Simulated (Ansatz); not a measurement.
A made-up structure of CH₂B, doublet:

B1  (0.154, -0.972, 0.881)
C2  (-0.007, 0.045, -0.041)
H3  (0.384, -2.018, 1.299)
H4  (-0.724, -0.032, -0.853)
(Å)

It is relaxed with PBE-D4/def2-SVP and then PBE0-D4/def2-TZVP (Ansatz 0.2.0). Atoms count as bonded within 1.22 times the sum of their covalent radii (H–H: 0.88 Å). The end point is not checked to be a true minimum.

**Question.** Does its bonding change? (Judge from chemistry; the calculation decides.)

**Answer.** Computed: No: no bond forms or breaks.

Where it ends: The first stage lowers the energy by 0.66 eV in 7 steps. It ends as CH₂B ([BH][CH]):
B1  (0.162, -1.169, 0.765)
C2  (-0.275, -0.285, -0.157)
H3  (0.542, -1.935, 1.567)
H4  (-0.622, 0.413, -0.889)
(Å)

Labels in which every atom is bracketed show which atoms are joined, not bond orders.

For scale, one of the runs: PBE0-D4/def2-TZVP relaxation, 74 basis functions, launched by `ansatz run in.yaml --threads 2 --pin off --events-out ev --progress --plain --max-ram 4352MiB`. Hardware: 2 CPU threads of an Arm Neoverse V2, shared host. Wall time about 56 s.
